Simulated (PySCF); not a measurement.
## Nuclear quadrupole coupling in N-ethylethylenediamine

Compound: N-ethylethylenediamine, C4H12N2.
Z-matrix (Å and degrees, PBE0-D3(BJ)/def2-SVP geometry), rows numbered from 1:
```
C 
C   1  1.5158
N   2  1.4468  1  111.27
C   3  1.4492  2  115.29  1   179.40
C   4  1.5301  3  111.35  2    81.47
N   5  1.4475  4  114.44  3    55.49
H   1  1.1027  2  111.13  3   -62.16
H   1  1.1003  2  110.61  3    57.52
H   1  1.1000  2  111.16  3   178.19
H   2  1.1031  1  109.18  3  -119.79
H   2  1.1139  1  109.73  3   124.87
H   3  1.0161  2  109.58  1    54.01
H   4  1.1035  3  107.88  2  -159.88
H   4  1.1135  3  112.66  2   -42.41
H   5  1.1047  4  109.16  3   -66.45
H   5  1.1027  4  109.18  3   178.79
H   6  1.0196  5  109.31  4    67.34
H   6  1.0215  5  106.94  4   -45.82
```

Field gradients from the PBE0/pcSseg-1 density (PySCF, non-relativistic), principal values in atomic units, ordered |Vxx| ≤ |Vyy| ≤ |Vzz|:

```tsv
atom	Vxx	Vyy	Vzz
N3	0.5608	0.6483	-1.2091
N6	0.4467	0.6482	-1.0948
```

**Question.** Find the asymmetry η = (Vxx − Vyy)/Vzz and the couplings χ = eQV/h (234.96 MHz × Q in barn × V in au), with Q(14N) = 0.02044 b.

**Answer.** 
```tsv
atom	environment	nucleus	η	χzz (MHz)	χxx (MHz)	χyy (MHz)
N3	secondary amine nitrogen	14N	0.07	-5.81	2.69	3.11
N6	primary amine nitrogen	14N	0.18	-5.26	2.15	3.11
```

The tensor is traceless: Vxx + Vyy + Vzz = 0.

**Question.** What is Vzz at N6 in SI units (1 au = 9.71736 × 10²¹ V/m²)?

**Answer.** -1.0948 au = -10.639 × 10²¹ V/m².

**Question.** What couplings would deuterons (Q(2H) = 0.00286 b) have in place of the hydrogens, at this geometry?

**Answer.** 
| atom | bonded to | bond length (Å) | Vzz (au) | η | χzz (kHz) |
| --- | --- | --- | --- | --- | --- |
| H7 | C1 | 1.103 | 0.2890 | 0.03 | 194 |
| H8 | C1 | 1.100 | 0.2918 | 0.02 | 196 |
| H9 | C1 | 1.100 | 0.2937 | 0.02 | 197 |
| H10 | C2 | 1.103 | 0.2797 | 0.06 | 188 |
| H11 | C2 | 1.114 | 0.2635 | 0.05 | 177 |
| H12 | N3 | 1.016 | 0.3915 | 0.19 | 263 |
| H13 | C4 | 1.104 | 0.2812 | 0.05 | 189 |
| H14 | C4 | 1.114 | 0.2651 | 0.05 | 178 |
| H15 | C5 | 1.105 | 0.2800 | 0.03 | 188 |
| H16 | C5 | 1.103 | 0.2838 | 0.04 | 191 |
| H17 | N6 | 1.020 | 0.3879 | 0.16 | 261 |
| H18 | N6 | 1.021 | 0.3719 | 0.17 | 250 |

The structure is a single PBE0-D3(BJ)/def2-SVP conformer in the gas phase; no vibrational or solvent corrections. These gradients aren't converged with respect to the basis.

The run behind these numbers computed NMR shieldings as well. On one thread, x86-64 server, on a shared host, this took 17 s wall.
